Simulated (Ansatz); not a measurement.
**PH4+ (triplet): the correlation ladder, def2-QZVPP**

The task here is to estimate one member of a computed series from the others.

Method: def2-QZVPP, core rule «outside noble gas», up to 5 orbitals frozen; program: Ansatz 0.2.0, Gaussian basis.

Plan: UHF; ROHF; CCSD(T) on UHF.

2 further runs of the same task are left out: 2 set aside as unsound or not needed.

### The geometry

The geometry is a PBE0/def2-TZVP stationary point (not a proven minimum) of the parent state, kept for this charge and spin.

5 atoms, charge 1, spin multiplicity 3.

Atoms are counted from 1 here; the program's logs count them from 0.

Bond lengths: P1–H2 1.519 Å, P1–H3 1.410 Å, P1–H4 1.410 Å, P1–H5 1.519 Å. Angles: H2–P1–H3 92.8°, H2–P1–H4 92.8°, H2–P1–H5 171.2°, H3–P1–H4 99.8°, H3–P1–H5 92.8°, H4–P1–H5 92.8°.

Set-up of the first run:

in.yaml reads:

```yaml
crystal:
  periodic: [false, false, false]
  atoms:
    - {symbol: P, position_ang: [0.045627, 0.000000, 0.000000]}
    - {symbol: H, position_ang: [0.161577, 0.000000, -1.514668]}
    - {symbol: H, position_ang: [-0.862630, 1.078238, 0.000000]}
    - {symbol: H, position_ang: [-0.862630, -1.078238, 0.000000]}
    - {symbol: H, position_ang: [0.161577, 0.000000, 1.514668]}
basis:
  gaussian: {orbitals: "def2-QZVPP.json"}
total_charge: 1
magnetization: {spin_polarized: true, initial_magnetization: 2}
hamiltonian: {xc: hf}
output: {orbitals: {seedname: orbitals}}
```

On the command line:

```console
> ansatz run in.yaml --threads 1 --pin off --events-out ev --progress --plain --max-ram 2393MiB
```

Among the steps run: UHF; ROHF; CCSD(T) on UHF.

One of the session's tables, all rows but one given; the rest of the session is left out.

It belongs to the step «Misses and costs». 

| method | from UCCSD(T) (meV) |
| --- | --- |
| ROHF | ? |
| UHF | +5443.7 |
| UMP2 | +1055.7 |
| UCCSD | +197.1 |
| UCCSD(T) | 0 |

Q: Estimate the row for ROHF from the others.

**Answer.** from UCCSD(T) (meV): +5798.8. In the column «from UCCSD(T) (meV)» it is the highest.
